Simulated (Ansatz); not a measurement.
Rock-salt GdN was calculated with PBE-D3(BJ) in Ansatz (plane waves, PAW).

Numerical settings: plane-wave cutoff 500 eV, 14×14×14 k mesh, Fermi–Dirac smearing 0.05 eV, spin-polarised with parallel moments, scalar-relativistic PAW data made under PBE.

Computed at the level's own relaxed cell.

Task: Give the computed volume per atom, lattice parameter a and magnetic moment (largest site, within a sphere).

Result: 
- volume per atom: 15.05 Å³/atom
- lattice parameter a: 4.938 Å
- magnetic moment (largest site, within a sphere): 6.86 μB

The run finds no gap.

Measured, for comparison: equilibrium volume per atom 15.38 Å³/atom (temperature not stated, no zero-point or thermal correction; as tabulated in Natali et al. (2013), arXiv:1208.2410); lattice constant a 4.974 Å (temperature not stated, no zero-point or thermal correction, our sources range from 4.974 to 4.990; as tabulated in Natali et al. (2013), arXiv:1208.2410). Computed (rounded) less measured: equilibrium volume per atom -2.1 %, lattice constant a -0.7 % (-0.7 % to -1.0 % over the range). A static lattice is as a rule a little smaller and stiffer than an uncorrected measurement, which narrows the difference in the lattice constant a and would widen misses of the other sign.

Note: the 4f shell is treated without U or exact exchange, so its levels and filling can be wrong.

Moments are spin moments.

Spin–orbit coupling is not included.

Ansatz is an electronic-structure program.
